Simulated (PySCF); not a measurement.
**Lithium: a sound run and one with changed settings**

Sound run: Li [He] 2s1, Li⁺ 1s2. Computed with PySCF 2.14 in cc-pVDZ (3s2p1d, 14 functions), with no relativity, point nucleus. The sound run starts from symmetry-adapted Hartree-Fock orbitals and uses a fine grid where one is needed.

Changed run: radial step 1.2 in ln r (0.13 in the sound run). This setting is unsound on purpose.

| species | method | sound run (hartree) | changed run (hartree) | converged |
| --- | --- | --- | --- | --- |
| Li | UHF | -7.43242 | -7.43242 | yes |
| Li | BP86 | -7.47959 | -7.49319 | yes |
| Li | M06-2X | -7.48075 | -7.45801 | yes |
| Li⁺ | UHF | -7.23612 | -7.23612 | yes |
| Li⁺ | BP86 | -7.27549 | -7.28546 | yes |
| Li⁺ | M06-2X | -7.28229 | -7.27081 | yes |

Ionisation energy of Li:

```tsv
method	sound run (eV)	changed run (eV)
UHF	5.342	5.342
BP86	5.554	5.653
M06-2X	5.400	5.094
```

A coarse radial grid mis-integrates the density and the exchange-correlation energy, with errors of either sign; Hartree-Fock needs no grid.

For comparison, NIST gives 5.392 eV between the lowest levels.
